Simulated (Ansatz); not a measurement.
**Where CCSD(T) holds and where it slips**

Each species is computed at the geometry given (Å), with frozen cores, in Ansatz 0.2.0: RHF-CCSD(T) for singlets, UHF-CCSD(T) otherwise, and full CI in the same basis. The program picks the determinant by trial CCSD, so it needn't be the lowest Hartree–Fock solution. States: HB–AlH A', B2⁺ Πg, SiH⁻ Σ⁻ or Δ. Cases whose determinant has another symmetry than full CI's state, or whose (Q) step broke down, weren't drawn.

Question: Judging by size, spin and bonding and the diagnostics given, rank them by the size of CCSD(T)'s error in total energy against full CI in the same basis, smallest first (an estimate).
A. HB–AlH, singlet, 6-31G: B 0.000 -0.359 2.168; Al 0.000 0.177 -0.907; H 0.000 0.557 3.739; H 0.000 -1.433 -2.718. T1 0.032, (T) -79 meV in a correlation energy of -3.87 eV
B. B₂⁺, quartet, cc-pVDZ: B 0.000 0.000 0.000; B 0.000 0.000 1.562. T1 0.016, (T) -51 meV in a correlation energy of -1.95 eV
C. SiH⁻, triplet, aug-cc-pVDZ: Si 0.000 0.000 0.000; H 0.000 0.000 1.558. T1 0.022, (T) -91 meV in a correlation energy of -2.96 eV

Answer: B (21.4 meV), C (29.2 meV), A (42.9 meV).

```tsv
species	basis	correlated electrons	CCSD(T) − full CI (meV)	CCSDT(Q) − full CI (meV)	unpaired electrons (full CI)	T1	⟨S²⟩ of the determinant
B2⁺, quartet	cc-pVDZ	5	21.4	0.2	3.02	0.016	3.75
SiH⁻, triplet	aug-cc-pVDZ	6	29.2	0.8	2.05	0.022	2.03
HB–AlH, singlet	6-31G	8	42.9	1.0	0.37	0.032	0.00
```

Unpaired electrons are Σ n²(2−n)² over natural occupations; an open shell counts its own unpaired electrons too. Frozen cores follow each run's orbitals, which moves totals by a few meV.
